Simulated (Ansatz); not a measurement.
System: C2H5S, charge 0, multiplicity 2. It need not be the lowest isomer of its formula. SMILES: CS[CH2]
Structure (B3LYP-D3(BJ)/def2-TZVP (Ansatz, a program for electronic structure) minimum search):
```
S
C 1 1.7031
H 2 1.0784 1 117.39
H 2 1.0789 3 120.79 1 -172.67
C 1 1.8098 2 101.63 3 178.37
H 5 1.0884 1 107.19 2 179.31
H 5 1.0892 6 109.47 1 -119.70
H 5 1.0894 6 109.32 7 -120.69
```
Charge 0, spin multiplicity 2.

Parts of the frozen-core correlation energy in cc-pV(D+d)Z (Ansatz, hartree). Frozen orbitals: 7; correlated occupied orbitals by spin: 10 and 9; virtual: 59 and 60. Open shells are spin-unrestricted. No spin-orbit coupling. Non-relativistic.

| term | value |
|---|---|
| reference (HF) | -476.13735 |
| MP2 opposite-spin | (withheld) |
| MP2 same-spin | (withheld) |
| CCSD correlation | (withheld) |
| (T) | -0.01338 |
| T1 diagnostic | 0.017 |
| largest doubles amplitude | 0.025 |
| <S^2> of the reference | 0.767 |

Complete the blanks.


- MP2 opposite-spin, value: -0.30728
- MP2 same-spin, value: -0.09427
- CCSD correlation, value: -0.44934
